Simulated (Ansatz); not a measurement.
`BC`, relaxed with RKS PBE0-D4/def2-TZVP in the Gaussian-basis code of Ansatz from a PBE-D4/def2-SVP geometry. The force threshold is 0.005 eV/Å; the program also tests the step.

Charge 0, multiplicity 1.

Start:

```xyz
7

B    -0.310    0.635   -0.528
C     0.160   -0.473    0.457
H    -0.919    0.348   -1.545
H    -0.015    1.805   -0.348
H    -0.450   -1.398    0.465
H     1.145   -0.775    0.010
H     0.389   -0.142    1.489
```

| step | energy (eV) | largest force (eV/Å) | largest move (Å) |
| --- | --- | --- | --- |
| 1 | -1792.3489 | 0.447 | 0.000 |
| 2 | -1792.3718 | 0.128 | 0.018 |
| 3 | -1792.3739 | 0.029 | 0.008 |
| 4 (rejected) | -1792.3738 | 0.032 | 0.017 |
| 5 | -1792.3740 | 0.007 | 0.006 |
| 6 | -1792.3741 | 0.001 | 0.007 |
| 7 | -1792.3741 | 0.006 | 0.007 |
| 8 (rejected) | -1792.3740 | 0.014 | 0.002 |
| 9 | -1792.3741 | 0.002 | 0.001 |

End:

```xyz
7

B    -0.308    0.631   -0.528
C     0.169   -0.474    0.446
H    -0.932    0.356   -1.514
H    -0.007    1.778   -0.353
H    -0.438   -1.381    0.453
H     1.149   -0.772    0.032
H     0.367   -0.140    1.466
```

Run time 12 s (2 threads of a server CPU on a shared host); peak host memory 0.29 GiB.
